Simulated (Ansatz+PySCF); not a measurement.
Results of a calculation; reference values are marked as such.
## PySCF 2.14.0 run

```python
from pyscf import gto, scf, mp

mol = gto.M(atom="""
C -1.129000 -0.874280 -0.000060
C -0.085410 0.117200 -0.000300
C 1.359350 -0.357960 -0.000130
H -2.158160 -0.537900 0.001150
H -0.917950 -1.937480 -0.000530
O -0.370800 1.336790 -0.000010
H 2.021750 0.506240 -0.014410
H 1.568180 -0.960020 0.889530
H 1.562150 -0.986170 -0.872740
""", basis='cc-pvtz', charge=0, spin=1)
mf = scf.UHF(mol)
mf.kernel()
pt = mp.MP2(mf, frozen=4).run()
print(mf.e_tot, pt.e_corr, pt.e_tot)
```

The script is written out from the run's settings.

Results

* Converged: yes
* Reference energy: -191.41220 hartree
* Correlation energy: -0.68608 hartree
* Total energy: -192.09828 hartree
* Spin squared of the determinant: 0.926

Caution: the unrestricted determinant is spin contaminated.
